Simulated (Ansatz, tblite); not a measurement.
Elastic constant C11 of rock-salt AgBr: levels of theory against measurement

Reference value: 63.1 GPa (measured, 195 K, not corrected to a static lattice; as tabulated in Jochym and Parlinski (2001), arXiv:1301.6254).

Question: Put these levels in order of the elastic constant C11 that they give for rock-salt AgBr, smallest first: GFN2-xTB (tblite), LDA (Ansatz, an electronic-structure program), PBE0 (Ansatz).

Answer: PBE0 (55.3 GPa), GFN2-xTB (70.8 GPa), LDA (96.3 GPa)

Unless a cell is named, each level is at its own relaxed cell (GFN2-xTB 24.28, LDA 21.76, PBE0 24.71 Å³/atom).

Differences against the reference: GFN2-xTB +12.2 %, LDA +53 %, PBE0 -12.4 %.

The measured value isn't corrected to a static lattice, so vibrations enter the comparison. A static lattice is as a rule stiffer than a warm one, by over a tenth in soft solids.  GFN2-xTB: the method was fitted mainly to molecules. GFN2-xTB: the run uses a supercell at the zone centre in place of a k mesh. Each level is taken at its own relaxed cell. K meshes differ between the levels. Ansatz's density-functional and Hartree–Fock values are scalar-relativistic unless marked +SOC, with PAW data made under PBE.

Differences are worked out from the printed values.
